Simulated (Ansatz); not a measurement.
Cost and result for the atomization energy of AlH4NSi (`[NH]1[AlH][SiH2]1`) (7 atoms, 7 bonds).

Cartesian coordinates in Å:
```
N -0.138 -0.229 -0.851
Al -1.243 0.733 0.148
Si 0.797 -0.206 0.644
H 0.066 -0.659 -1.740
H -2.645 1.428 -0.059
H 2.128 0.466 0.572
H 1.033 -1.533 1.287
```

The species carries charge 0 and has multiplicity 1. The structure was optimised at the PBE0-D4/def2-TZVP level. Program: Ansatz. All runs use 2 threads of an Arm Neoverse V1 on a shared host. Times are those of one run each, without the atoms' runs, and a repeat can differ threefold. Electronic energies, without spin–orbit coupling; frozen cores. CCSD(T)/CBS adds CCSD(T) − MP2 in def2-TZVPP to the MP2 limit, and its time is that of the two runs behind it. T1 = 0.015. B3LYP takes the VWN-RPA correlation (the form of Gaussian; ORCA's B3LYP/G).

CCSD(T)/CBS is a level of theory with its own doubt, some kJ/mol a heavy atom from the limit and from the frozen cores, so smaller differences don't rank the functionals.

| level | functions | wall time |
| --- | --- | --- |
| CCSD(T)/def2-SVP | 70 | 0.95 s |
| LDA (SPW92)/def2-TZVPP | 171 | 1.1 s |
| revPBE-D4/def2-TZVPP | 171 | 1.9 s |
| PBE0-D4/def2-TZVPP | 171 | 2.6 s |
| BHLYP-D4/def2-TZVPP | 171 | 2.6 s |
| B3LYP-D4/def2-TZVPP (with forces) | 171 | 3.4 s |
| B2PLYP/def2-TZVPP | 171 | 4.2 s |
| PBE-QIDH/def2-TZVPP | 171 | 4.2 s |
| r2SCAN-D4/def2-TZVPP (with forces) | 171 | 4.4 s |
| ωB97M-V/def2-TZVPP (with forces) | 171 | 9.5 s |
| MP2/def2-QZVPP | 317 | 11 s |
| CCSD(T)/def2-TZVPP | 171 | 20 s |
| CCSD(T)/CBS(def2) | – | 31 s |

**Question.** What atomization energy does each give, and how far from CCSD(T)/CBS? (An estimate is asked.)

**Answer.** Computed: 
```
                             level  atomization (kcal/mol)  difference from CCSD(T)/CBS  per bond
                  CCSD(T)/def2-SVP                   446.3                        -42.9      -6.1
            LDA (SPW92)/def2-TZVPP                   552.0                         62.8       9.0
              revPBE-D4/def2-TZVPP                   479.9                         -9.3      -1.3
                PBE0-D4/def2-TZVPP                   482.8                         -6.4      -0.9
               BHLYP-D4/def2-TZVPP                   475.1                        -14.1      -2.0
 B3LYP-D4/def2-TZVPP (with forces)                   487.9                         -1.3      -0.2
                 B2PLYP/def2-TZVPP                   481.3                         -7.9      -1.1
               PBE-QIDH/def2-TZVPP                   480.0                         -9.2      -1.3
r2SCAN-D4/def2-TZVPP (with forces)                   488.6                         -0.6      -0.1
  ωB97M-V/def2-TZVPP (with forces)                   490.1                          0.9       0.1
                    MP2/def2-QZVPP                   485.5                         -3.7      -0.5
                CCSD(T)/def2-TZVPP                   472.1                        -17.1      -2.4
                 CCSD(T)/CBS(def2)                   489.2                          0.0       0.0
```

The D4 term adds +5.0 kcal/mol with B3LYP and +2.5 kcal/mol with PBE0; it sums over pairs of atoms, weighted by their polarisabilities, and B3LYP, whose exchange is more repulsive, gets the larger term. Leaving LDA and LC-ωPBE aside and taking each functional with its dispersion term where it has one, the values, not all of them listed here, spread over 20.3 kcal/mol, from BHLYP-D4 to B97M-V. LDA lies +64.4 kcal/mol from PBE without D4, its usual overbinding. From PBE to PBE0 (25 % exact exchange), in def2-TZVPP and without D4, the atomization energy moves by −7.3 kcal/mol: exact exchange takes away binding that semilocal exchange gives to molecules.
